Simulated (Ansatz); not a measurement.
Tetragonal perovskite BaTiO3 (room-temperature form, which distorts further on cooling), treated with PBE (plane waves, PAW; Ansatz, a program for electronic structure).

Settings: plane-wave cutoff 520 eV, 8×8×8 k mesh, Fermi–Dirac smearing 0.01 eV, no spin polarisation, scalar-relativistic PAW data made under PBE.

Cell (measured lattice):

Space group P4mm (No. 99); a = 3.994 Å, b = 3.994 Å, c = 4.034 Å, α = 90.00°, β = 90.00°, γ = 90.00°

```json
[
 {"atom": "Ba", "site": "1a", "symmetry": "4mm", "x": "0.0000", "y": "0.0000", "z": "0.0032"},
 {"atom": "Ti", "site": "1b", "symmetry": "4mm", "x": "0.5000", "y": "0.5000", "z": "0.5180"},
 {"atom": "O", "site": "1b", "symmetry": "4mm", "x": "0.5000", "y": "0.5000", "z": "0.9734"},
 {"atom": "O", "site": "2c", "symmetry": "2mm.", "x": "0.0000", "y": "0.5000", "z": "0.4847"}
]
```

Task: Estimate the band gap and smallest direct gap on the k points sampled that the calculation returns.

Result: 
band gap: 1.87 eV
smallest direct gap on the k points sampled: 2.22 eV

Note: cell and atoms aren't relaxed at this level (largest force component 0.08 eV/Å, pressure 3.4 GPa).

Spin–orbit coupling is not included.

The result took around 40 core-seconds (rough).
